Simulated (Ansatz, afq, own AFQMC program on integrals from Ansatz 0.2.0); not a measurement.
**CH3Si, doublet → CH$_{3}$Si⁺, triplet**

```csv
atom,x (Å),y (Å),z (Å)
Si,0.0000,-0.0890,0.5568
C,0.0000,0.0881,-1.1386
H,0.0000,1.0983,1.4676
H,0.0000,1.0786,-1.5870
H,0.0000,-0.7467,-1.8283
```

Connectivity, by distances: SiH–CH2.

E(triplet, charge +1) − E(doublet, charge +0) at this geometry, on ROHF and UHF determinants.

Basis cc-pVDZ. Noble-gas cores (and the filled d shells of Ga–Kr and In–Xe) are frozen. AFQMC by an in-house program on the Cholesky factors that Ansatz 0.2.0 writes for its CCSD(T) run. The CISD trial takes its coefficients from CCSD amplitudes. Released means that phaseless walkers are propagated on without the constraint, phases kept. ± is one standard error of the sampling. The errors of all members are added in quadrature.

No full CI on the walks' own integrals is used here; CCSDT(Q) serves as the reference and is uncertain by about the last step of the cluster series. Each member takes its own surest rung, up to full CI.

Errors are counted within cc-pVDZ, not against nature.

Cautions: CH₃Si (doublet): a spin-contaminated unrestricted determinant lies lower (UHF 312 meV lower, ⟨S²⟩ 1.19), the ph-AFQMC/HF walk drifts between its halves (2.3 errors), its ph-AFQMC/CISD value lies 16 ± 5 meV above CCSDT(Q); CH₃Si⁺ (triplet): lower spins were not checked; this needn't be the first ionization.

Reference (CCSDT(Q)): 200.9 kcal/mol.

| level | vertical ionization energy (kcal/mol) | error against CCSDT(Q) (kcal/mol) |
| --- | --- | --- |
| HF | 165.7 | -35.2 |
| MP2 | 198.7 | -2.1 |
| CCSD | 197.4 | -3.4 |
| CCSD(T) | 200.4 | -0.4 |
| CCSDT | 200.6 | -0.3 |
| ph-AFQMC/CISD | 200.7 ± 0.1 | -0.2 ± 0.1 |
| released AFQMC | 200.7 ± 0.1 | -0.2 ± 0.1 |

Correlation beyond CCSD(T) adds 0.4 kcal/mol. The perturbative (T) step is worth +3.0 kcal/mol.

A walk keeps the symmetry of its determinant, which the program's search chose and which needn't be the lowest solution, so a lower state of the same spin and another symmetry isn't excluded. Released energies are given only where the last usable release times agree within the noise; a slower fall can still hide under it.
